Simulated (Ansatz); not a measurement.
# Cu (fcc type): the cost of one run

Computed with Ansatz 0.2.0 (DFT PBE, scalar-relativistic, unless a step's input says otherwise).

### 1 The system as given

The structure is cubic, space group Fm-3m (No. 225). The conventional cell has a = 3.544 Å, b = 3.544 Å, c = 3.544 Å, α = 90.00°, β = 90.00°, γ = 90.00°. Cu (site symmetry m-3m) has 12 Cu at 2.51 Å as nearest neighbours.

As a file:

```xyz
1
Lattice="0.0000 1.7718 1.7718 1.7718 0.0000 1.7718 1.7718 1.7718 0.0000" Properties=species:S:1:pos:R:3 pbc="T T T"
Cu    0.0000    0.0000    0.0000
```

### 2 Cell and atoms relaxed first

The input, input.yaml:

```yaml
crystal:
  lattice:
    - [0.0, 1.7717639764, 1.7717639764]
    - [1.7717639764, 0.0, 1.7717639764]
    - [1.7717639764, 1.7717639764, 0.0]
  atoms:
    - { symbol: Cu, position: [0.0, 0.0, 0.0] }
kpoints:
  mp_grid: { grid: [20, 20, 20] }
scf:
  occupations: { method: fermi_dirac, width: 0.03 }
hamiltonian:
  xc: pbe
  pseudopotentials: { kind: paw }
output:
  forces: true
  stress: true
relax:
  f_tol: 0.005
  max_steps: 80
  cell: {}
```

Command:

```console
> ansatz run input.yaml --threads 1 --pin off --max-ram 2048MiB --backend cpu --events-out ev --progress --plain --runs-dir out
```

**Question.** How long does this run take on 1 thread of AMD EPYC 7R43 (Zen 3), shared host, and how much memory does it need?

About 13 s, with a peak of 0.4 GiB.
